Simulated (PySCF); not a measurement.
One of the candidates below gave these computed data.

All candidates are C5H5F.

- 1H NMR: chemical shifts (computed TMS as zero) by class: 6.59 (1 H), 5.96 (1 H), 5.84 (1 H), 3.06 (2 H) ppm [GIAO B3LYP/pcSseg-2]
- 13C NMR: chemical shifts (computed TMS as zero) by class: 186.5 (1 C), 143.8 (1 C), 130.2 (1 C), 114.7 (1 C), 41.7 (1 C) ppm [GIAO B3LYP/pcSseg-2]
- Couplings: largest of the computed one-bond spin–spin couplings (means over like bonds): 19F–13C -358.7, 13C–1H +184.7, 13C–1H +178.1, 13C–1H +175.0, 13C–1H +133.6 (×2), 13C–13C +89.2, 13C–13C +70.0, 13C–13C +58.7 Hz [B3LYP/pcJ-1, spin–dipole term left out for some pairs]
- UV, first state: lowest singlet excitation: 4.85 eV (256 nm, f = 0.070) [TDDFT B3LYP/def2-SVPD]
- UV, strongest line: among the 10 lowest singlet transitions: S9 at 7.79 eV (159 nm, f = 0.154) [TDDFT B3LYP/def2-SVPD]
- Polarisability: 56.5 au [B3LYP/def2-SVPD]
- Rotational structure: rotational constants A, B, C: 8.342, 3.368, 2.436 GHz [PBE0-D3(BJ)/def2-SVP]
- Triplet: lowest triplet excitation (Tamm–Dancoff): 3.00 eV [TDA B3LYP/def2-SVPD]
- NMR, other nuclei: isotropic shieldings of nuclei other than C and H, by class: 293 (1 F) ppm [GIAO B3LYP/pcSseg-2]

The electronic properties come from PySCF, for the isolated species, density fitting. Levels stand in brackets. Geometry: PBE0-D3(BJ)/def2-SVP; no solvent, vibrations or thermal averaging. NMR values are class means; diastereotopic atoms form classes of their own.

Question: Which candidate is it?
A. `C#C[C@@H]1C[C@@H]1F`
B. `FC1=CC=CC1`
C. `C=C1C(C)=C1F`

Answer: B. It is `FC1=CC=CC1`. Numbering: `[F:1][C:2]1=[CH:3][CH:4]=[CH:5][CH2:6]1`. Its formula, C5H5F, gives 3 degrees of unsaturation: 1 ring and 2 π bonds in the structure found. 5 carbons fall into 5 classes; from least to most shielded: vinylic C–F carbon [C2] (186.5 ppm), alkene CH carbon [C4] (143.8 ppm), alkene CH carbon [C5] (130.2 ppm), alkene CH carbon [C3] (114.7 ppm), allylic carbon [C6] (41.7 ppm). Hydrogen classes from least to most shielded: 1 H on an alkene CH carbon, C4 (6.59 ppm), 1 H on an alkene CH carbon, C5 (5.96 ppm), 1 H on an alkene CH carbon, C3 (5.84 ppm), 2 H on an allylic carbon, C6 (3.06 ppm). The other shieldings belong to: 293 ppm, vinyl fluorine [F1]. The couplings run between: -358.7 Hz, vinyl fluorine [F1] and vinylic C–F carbon [C2]; +184.7 Hz, alkene CH carbon [C5] and its hydrogen; +178.1 Hz, alkene CH carbon [C3] and its hydrogen; +175.0 Hz, alkene CH carbon [C4] and its hydrogen; +133.6 Hz, allylic carbon [C6] and its hydrogen (with 1 like pair); +89.2 Hz, vinylic C–F carbon [C2] and alkene CH carbon [C3]; +70.0 Hz, alkene CH carbon [C4] and alkene CH carbon [C5]; +58.7 Hz, alkene CH carbon [C3] and alkene CH carbon [C4]. S1 is mainly HOMO→LUMO (weight 0.98); the largest Löwdin shares of the orbital it empties are 0.26 on an alkene CH carbon, 0.21 on the vinylic C–F carbon, 0.18 on an alkene CH carbon and 0.16 on an alkene CH carbon, of the orbital it fills 0.19 on each of 2 atoms of one kind (alkene CH carbon), 0.19 on the vinylic C–F carbon and 0.14 on an alkene CH carbon. The optimised geometry has point group Cs and is an asymmetric top.

The others, at the same levels:
- `C=C1C(C)=C1F` fails: its computed lowest triplet excitation (Tamm–Dancoff) is 3.69 eV (against 3.00 eV), strongest line among the 10 lowest singlet transitions is S5 at 6.95 eV (178 nm, f = 0.458) (against S9 at 7.79 eV) and static isotropic polarisability is 61.9 au (against 56.5 au).
- `C#C[C@@H]1C[C@@H]1F` fails: its computed lowest singlet excitation is 6.04 eV (205 nm, f = 0.002) (against 4.85 eV), lowest triplet excitation (Tamm–Dancoff) is 5.17 eV (against 3.00 eV) and strongest line among the 10 lowest singlet transitions is S5 at 7.19 eV (172 nm, f = 0.077) (against S9 at 7.79 eV).

One-bond C–F couplings are unscaled; at this level they come out some 30 % too large in size.
